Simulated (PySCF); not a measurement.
**CO, quintet in 6-31G: errors against full CI**

Geometry: that of the CO, triplet, kept fixed. The triplet lies 5.6 eV lower here.

```xyz
2

O     0.0000    0.0000    0.0000
C     0.0000    0.0000    1.1955
```

Basis 6-31G; PySCF 2.14.0. Correlated methods freeze the noble-gas cores, which leaves 10 electrons in 16 orbitals. Prefix R: restricted or restricted open-shell reference; prefix U: unrestricted.

Full CI is exact within this basis and frozen core; it isn't the basis-set limit. The frozen core follows each run's orbitals, which can shift R against U totals by a few meV.

- UHF ⟨S²⟩: 6.008
- T1 diagnostic (ROHF- or RHF-based CCSD): 0.0178
- largest doubles amplitude (ROHF- or RHF-based CCSD): 0.035
- T1 diagnostic (UCCSD): 0.0118

```csv
level,E − E(RHF) (eV)
UHF,-0.1092
RMP2,-2.7575
UMP2,-2.7750
RCCSD,-3.1446
UCCSD,-3.1475
RCCSD(T),-3.1787
UCCSD(T),-3.1805
```

Q: Estimate how far full CI in 6-31G lies from RCCSD(T). The table doesn't fix it; the size of (T) and the diagnostics are the guide.

A: Full CI in 6-31G lies 1.1 kJ/mol below RCCSD(T), which is 33 % of the (T) step (-3.3 kJ/mol). The diagnostics give no warning, yet the rest is a sizeable part of (T).

The other levels:

| level | E − E(full CI) (kJ/mol) | share of correlation (%) | wall time |
| --- | --- | --- | --- |
| RCCSDT | 0.4 | 99.86 | 2.9 s |
| UCCSDT | 0.3 | 99.92 | 3 s |

The correlation energy at full CI, counted from RHF, is -3.190 eV. Full CI, over all symmetries tried, took 65 s on 1 thread of Arm Neoverse V1, shared host; the state has 1,601,600 determinants.

Times are those of the correlated step on a shared host, with one SCF added for the restricted CCSD run; they ran on 1 thread of Arm Neoverse V1.

The full-CI state has the irrep B1 of C2v, in the program's axes (one component, if the state is degenerate).

Natural occupations of full CI about the gap: 1.988 1.977 1.974 1.001 0.998 0.998 0.992 0.021 0.015 0.011; effectively unpaired electrons, Σ n²(2−n)², 4.01.
